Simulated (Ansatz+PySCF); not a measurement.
# singlet CH3N: levels of theory in one basis

```xyz
5

C    -0.0029   -0.0458   -0.6317
N     0.0249   -0.0982    0.6485
H     0.0352    0.9194    1.0597
H    -0.0159   -0.9979   -1.1867
H    -0.0394    0.8813   -1.2322
```

Basis set: def2-SVP (spherical functions). Frozen core: 2 orbitals. Charge 0, multiplicity 1.

Computed with Ansatz (development build ahead of 0.2.0); each method stands on the lowest determinant of its kind that the runs found. NEVPT2 correlates all electrons. Active spaces start from the frontier orbitals, and the lowest solution found is given.

| method | E − E(RHF) (eV) | <S²> of the determinant |
| --- | --- | --- |
| RHF | 0.00 | 0.00 |
| UHF | -0.01 | 0.08 |
| UHF-MP2 | -8.14 | 0.08 |
| RHF-CCSD | -8.93 | – |
| UHF-CCSD | -8.93 | 0.08 |
| RHF-CCSD(T) | -9.23 | – |
| UHF-CCSD(T) | -9.22 | 0.08 |
| CASSCF(2,2) | -0.93 | – |
| SC-NEVPT2(2,2) | -8.52 | – |

Task: What does RHF-MP2 give on the same scale?

Result: -8.31 eV.

Task: Is a single determinant a sound starting point here?

Result: By this sign, yes. Unrestricted orbitals gain 0.01 eV and <S²> is 0.08 against 0.00 for a pure state. The CASSCF(2,2) natural occupations are 1.90, 0.10.

Caution for UHF-MP2: another reference gives a lower total. Caution for CASSCF(2,2): other starts end on other solutions of this active space.
